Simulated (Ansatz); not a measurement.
Scan of [Br···H···S], triplet

Starting geometry:

```yaml
atoms:
  - { symbol: Br, position_ang: [0.0000, 0.0000, -1.6742] }
  - { symbol: H, position_ang: [0.0000, 0.0000, -0.2536] }
  - { symbol: S, position_ang: [0.0000, 0.0000, 1.9278] }
```

From there H2 is moved from one fragment to the other while all else, the fragments' distance too, stays fixed, so the hump isn't the reaction's barrier; atoms are numbered as listed. Energies are in eV, counted from the starting geometry at the same level.

Basis cc-pVTZ; Ansatz 0.2.0. Only valence electrons are correlated (noble-gas cores and the filled d shells of p-block atoms frozen). Prefix R: restricted or restricted open-shell reference; prefix U: unrestricted. Active spaces: valence = (14e, 9o) chosen from the atoms' valence shells. No spin–orbit coupling is included, and no scalar relativity.

Runs in a small pair space aren't shown, since their orbitals change along the scan. The reference follows the lowest state, whose symmetry changes from Σ⁻ or Δ to Π between 1.764 and 1.993.

Full CI isn't at hand for all of this; UCCSDT(Q) serves as the reference, and is uncertain by about the last step of the cluster series. The frozen core follows each run's orbitals, which can shift R against U totals by a few meV for light atoms and by up to 0.1 eV past Ca.

| distance Br1-H2 (Å) | UCCSDT(Q) | error RMP2 | error UMP2 | error RCCSD | error RCCSDT(Q) | error MRCISD (valence space) | error MRCISD+Q (valence space) |
| --- | --- | --- | --- | --- | --- | --- | --- |
| 1.421 | 0.000 | 0.000 | 0.000 | 0.000 | 0.000 | 0.000 | 0.000 |
| 1.535 | 0.106 | 0.007 | 0.007 | 0.016 | 0.000 | 0.013 | 0.006 |
| 1.764 | 0.677 | 0.022 | 0.023 | 0.060 | 0.001 | 0.038 | 0.016 |
| 1.993 | 0.755 | 0.172 | 0.197 | 0.059 | 0.001 | 0.038 | 0.017 |
| 2.222 | 0.381 | 0.080 | 0.091 | 0.000 | 0.002 | 0.002 | -0.001 |

Errors are those of relative energies. In total energy the starting point itself misses UCCSDT(Q) by: RMP2 1.419, UMP2 1.456, RCCSD 0.376, RCCSDT(Q) 0.001, MRCISD (valence space) 1.163, MRCISD+Q (valence space) 0.193 eV.

Spread of the error over the points with a reference, to 2.222 Å (largest less smallest): RCCSDT(Q) 0.002, MRCISD+Q (valence space) 0.018, MRCISD (valence space) 0.038, RCCSD 0.060, RMP2 0.172, UMP2 0.197 eV.
